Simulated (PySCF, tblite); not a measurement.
**3-fluoropropan-1-ol: geometry, infrared bands, NMR shifts and spin-spin couplings**

Wanted: the infrared bands, NMR shifts and spin-spin couplings of 3-fluoropropan-1-ol (`OCCCF`), by calculation.

The runs use tblite 0.8.0 and PySCF 2.14.0, with density-fitted response routines of our own; the level of theory stands in each step. All values are computed, except where a source is named. Atoms are numbered from 0 throughout.

**1. Starting geometry**

12 atoms, charge 0, multiplicity 1; geometry from: force field or distance geometry start.

Bonds of the start (Å): O0–C1 1.41, C1–C2 1.49, C2–C3 1.51, C3–F4 1.38, O0–H5 0.98, C1–H6 1.10, C1–H7 1.10, C2–H8 1.11, C2–H9 1.12, C3–H10 1.10, C3–H11 1.13.

**2. Relaxing the molecule with GFN2-xTB**

Job settings and geometry (Å):

```
{"job": {"kind": "relax", "xc": "GFN2-xTB", "basis": "xTB"}, "charge": 0, "multiplicity": 1}
O      1.143800    -1.299900    -0.172200
C      1.011600    -0.090200     0.544000
C     -0.043100     0.690500    -0.156300
C     -1.307200    -0.126800    -0.126500
F     -2.281100     0.602300    -0.770300
H      1.614400    -1.050500    -0.999000
H      0.657900    -0.383100     1.547900
H      1.969800     0.449700     0.522900
H      0.302700     0.935000    -1.182400
H     -0.279600     1.663700     0.352600
H     -1.189100    -1.140600    -0.549700
H     -1.598900    -0.250800     0.962900
```

On the command line:

```console
$ OMP_NUM_THREADS=1 python probes_run.py task.json out
```

The driver reads the jobs from task.json and runs them one after another.

**Question.** This job is followed by: GFN2-xTB harmonic vibrations, gas phase; GIAO PBE0/pcSseg-1 NMR shielding, non-relativistic, gas phase; B3LYP/pcJ-1 indirect spin-spin coupling, non-relativistic, gas phase. What will the session give for the following? strongest single infrared mode (GFN2-xTB); zero-point energy (GFN2-xTB); ¹³C shifts against TMS (PBE0/pcSseg-1); ¹H shifts against TMS (PBE0/pcSseg-1, means over atoms taken as alike); ¹⁷O shifts against H2O (PBE0/pcSseg-1); ¹⁹F shifts against CFCl3 (PBE0/pcSseg-1); largest coupling of the table (B3LYP/pcJ-1).

The runs gave:

| quantity | value |
| --- | --- |
| strongest single infrared mode (GFN2-xTB) | 1110 cm⁻¹, 82 km/mol |
| zero-point energy (GFN2-xTB) | 61.9 kcal/mol |
| ¹³C shifts against TMS (PBE0/pcSseg-1) | 85.7, 63.1, 40.0 ppm |
| ¹H shifts against TMS (PBE0/pcSseg-1, means over atoms taken as alike) | 4.99, 3.90, 1.86, -0.29 ppm |
| ¹⁷O shifts against H2O (PBE0/pcSseg-1) | 38.6 ppm |
| ¹⁹F shifts against CFCl3 (PBE0/pcSseg-1) | -252.2 ppm |
| largest coupling of the table (B3LYP/pcJ-1) | ¹J(C,F) C3–F4, -221.3 Hz |

**Reading.** Relaxing lowered the energy by 0.286 eV in 28 steps; the close pair that moved most is C1–C2, from 1.487 to 1.530 Å. No mode is imaginary among the 30: a minimum at this level. The strongest single mode, at 1110 cm⁻¹, is carried by C1, O0, C2, H6. GFN2-xTB is a fitted tight-binding method: band positions and strengths are rough. Its intensities can rank the bands wrongly. The most deshielded hydrogen is H10, H11 (mean) (hydrogen on an sp3 CH2 bonded to F), at 4.99 ppm: its carbon carries F, an electronegative neighbour. At PBE0/pcSseg-1: The largest span, 123 ppm, is at O0, where the paramagnetic term is -91 ppm. In the run at B3LYP/pcJ-1, the largest coupling of the table is C3–F4, -221.3 Hz, of which the Fermi-contact term gives -274.5 Hz. Couplings across rotatable bonds belong to this one conformer; where others are populated, the observed values are averages, and the simulated multiplets take (2 J gauche + J anti)/3 across rotating chain bonds.
